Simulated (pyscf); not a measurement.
Structures and frequencies: ωB97X-D3(BJ)/def2-SVP in PySCF.

Task: PBE/def2-TZVP puts the barrier of Cl–SnH(Cl)–Cl + hydrogen (H₂) → hydrogen chloride (HCl) + Cl–SnH₂–Cl (four-centre exchange; singlet surface; Cl–Sn, H–H broken, Cl–H, H–Sn formed) at 38.2 kcal/mol and the reaction energy at +15.5 kcal/mol, from the separated reactants. What do r²SCAN/def2-TZVP, PBE0-D3(BJ)/def2-TZVP, ωB97M-D3(BJ)/def2-TZVP give on the same structures?

Result: r²SCAN: ΔE‡ = 40.6 kcal/mol, ΔE = +17.0 kcal/mol; PBE0-D3(BJ): ΔE‡ = 40.8 kcal/mol, ΔE = +15.5 kcal/mol; ωB97M-D3(BJ): ΔE‡ = 45.2 kcal/mol, ΔE = +14.6 kcal/mol. PBE's barrier lies under all of them, by 2.4 to 7.0 kcal/mol. Its reaction energy lies among theirs. On the product side the descent ends in a complex (not fully relaxed), 5.1 kcal/mol under the separated species and 32.6 kcal/mol under the saddle at ωB97X-D3(BJ)/def2-TZVP. One saddle was located; it need not be the lowest between these sides. Elements past Kr carry the def2 core potentials, without spin-orbit coupling.
